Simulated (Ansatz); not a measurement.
# Relative stability

The two ends of one reaction step of SiNH$_{6}$F, closed shell (PBE0-D4/def2-TZVP).

A:

```xyz
9
angstrom
Si -0.5156 -0.1309 -1.2387
F 1.0652 -0.4115 -1.2976
H -0.9526 -0.3022 -2.6540
H -1.2296 -1.1408 -0.4273
H -0.8183 1.2627 -0.8456
H 1.2469 0.8078 1.2976
N 0.4715 0.1614 1.3789
H 0.8567 -0.7332 1.6564
H -0.1242 0.4866 2.1304
```

B:

Si1  (-0.978, -0.204, -0.497)
F2  (2.406, 0.927, -0.384)
H3  (-0.440, -1.071, -1.571)
H4  (-2.265, -0.774, -0.012)
H5  (-1.211, 1.177, -0.979)
H6  (1.638, 0.551, 0.041)
N7  (0.253, -0.111, 0.750)
H8  (0.556, -1.000, 1.128)
H9  (0.040, 0.505, 1.524)
(Å)

Computed with Ansatz 0.2.0 (basis: def2-TZVPP); correlated methods freeze the cores. B3LYP uses VWN-RPA correlation.

Which structure is lower at CCSD(T), and by how much? (An estimate is asked for; the value comes from the calculation.)

Computed: A, by 58.3 kJ/mol (electronic energy, against the other). By their contacts, A is a complex of SiH₃F ([F][SiH3]) + NH₃ and B is a complex of SiNH₅ ([NH2][SiH3]) + HF.

All methods give the same order:

```csv
method,E(B) − E(A) (kJ/mol)
SPW92,39.5
PBE-D4,48.5
BLYP-D4,55.8
r2SCAN-D4,58.5
B97M-V,69.5
PBE0-D4,50.8
B3LYP-D4,57.3
r2SCAN0-D4,58.0
BHLYP-D4,62.7
CAM-B3LYP-D4,58.1
wB97X-V,59.3
wB97M-V,61.4
B2PLYP,58.7
PBE-QIDH,54.2
RPA on PBE,60.9
HF,73.9
MP2,56.0
CCSD,60.6
CCSD(T),58.3
```

No T1 diagnostic of these runs exceeds 0.010.

Labels in which every atom is bracketed show which atoms are joined, not bond orders.

For scale, one of the runs: CCSD(T)/def2-TZVPP, 188 basis functions, launched by `ansatz run in.yaml --threads 2 --pin off --events-out ev --progress --plain --max-ram 4352MiB`. The run took 45 s on 2 CPU threads of an Arm Neoverse V1 (shared host), with 2 GiB of host memory at its peak.
